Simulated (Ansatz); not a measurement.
Geometry optimisation, UKS r2SCAN-D4/STO-3G (Ansatz).

The input (input.yaml):

```yaml
crystal:
  periodic: [false, false, false]
  atoms:
    - { symbol: C, position_ang: [-0.7345, 1.0857, -0.6551] }
    - { symbol: S, position_ang: [0.852, 0.6255, -0.5011] }
    - { symbol: C, position_ang: [0.6117, -0.8661, 0.4791] }
    - { symbol: H, position_ang: [-1.5223, 0.5798, -0.226] }
    - { symbol: H, position_ang: [-1.0063, 2.0223, -1.2469] }
    - { symbol: H, position_ang: [0.174, -0.6124, 1.4495] }
    - { symbol: H, position_ang: [1.6502, -1.3115, 0.6914] }
    - { symbol: H, position_ang: [0.0672, -1.5804, -0.0466] }
magnetization:
  spin_polarized: true
  initial_magnetization: 1
basis:
  gaussian: { orbitals: STO-3G }
hamiltonian:
  xc: r2scan
  dispersion: d4
relax:
  f_tol: 0.015
  max_steps: 40
```

Run as:

```bash
$ ansatz run input.yaml --threads 1 --pin off --max-ram 2048MiB --backend cpu --events-out ev --progress --plain --runs-dir out
```

Problem. Where does it end, and by what steps?

Solution. It converged. Limits of this set-up: minimal basis. After 9 steps the energy has fallen by 0.458 eV; H4 moved furthest, 0.23 Å.

```json
{"step": "0", "energy less start (eV)": "0.0000", "largest force component (eV/Å)": "4.052", "accepted": "yes"}
{"step": "1", "energy less start (eV)": "-0.4061", "largest force component (eV/Å)": "1.388", "accepted": "yes"}
{"step": "2", "energy less start (eV)": "-0.4432", "largest force component (eV/Å)": "0.288", "accepted": "yes"}
{"step": "3", "energy less start (eV)": "-0.4472", "largest force component (eV/Å)": "0.244", "accepted": "yes"}
{"step": "4", "energy less start (eV)": "-0.3087", "largest force component (eV/Å)": "2.140", "accepted": "no"}
{"step": "5", "energy less start (eV)": "-0.4570", "largest force component (eV/Å)": "0.072", "accepted": "yes"}
{"step": "6", "energy less start (eV)": "-0.4578", "largest force component (eV/Å)": "0.055", "accepted": "yes"}
{"step": "7", "energy less start (eV)": "-0.4580", "largest force component (eV/Å)": "0.028", "accepted": "yes"}
{"step": "8", "energy less start (eV)": "-0.4581", "largest force component (eV/Å)": "0.016", "accepted": "yes"}
{"step": "9", "energy less start (eV)": "-0.4582", "largest force component (eV/Å)": "0.003", "accepted": "yes"}
```

```xyz
8
Properties=species:S:1:pos:R:3
C -0.792 1.052 -0.760
S 0.894 0.640 -0.518
C 0.656 -0.875 0.475
H -1.538 0.707 -0.040
H -0.986 2.000 -1.267
H 0.087 -0.667 1.394
H 1.645 -1.261 0.756
H 0.127 -1.653 -0.096
```

Whether the end is a true minimum wasn't checked by a vibrational analysis.

The run took 55 s on 1 thread of Intel(R) Xeon(R) Processor @ 2.50GHz (Skylake/Cascade Lake) (shared host), peak memory 0.16 GiB.
